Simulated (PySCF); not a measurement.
B: electron affinity

B⁻ [He] 2s2 2p2 (3P) → B [He] 2s2 2p1 (2P), as a difference of total energies. All numbers are calculated (PySCF 2.14, the non-relativistic Hamiltonian (point nucleus), in aug-cc-pV5Z (7s6p5d4f3g2h, 127 functions)). Correlated levels: valence: 1s2 frozen. The calculations carry no spin-orbit coupling.

**Question.** Order these methods by the electron affinity they give, lowest first.
A. UHF
B. PBE0
C. SCS-MP2 (valence)
D. r2SCAN

**Answer.** A (-0.304 eV), C (0.083 eV), B (0.484 eV), D (0.594 eV).

Errors of the correlated levels include the incompleteness of this basis and the frozen core.

A negative affinity means that the anion lies above the atom at that level of theory.

In the anion the highest occupied orbital energy is positive at LDA, PBE, PBE0, r2SCAN, MN15, HSE06, a self-interaction effect; the basis confines that electron, and the energy difference can still be sensible.

For comparison: 0.280 eV (measured; photodetachment measurements, as compiled on the Wikipedia data page of electron affinities).
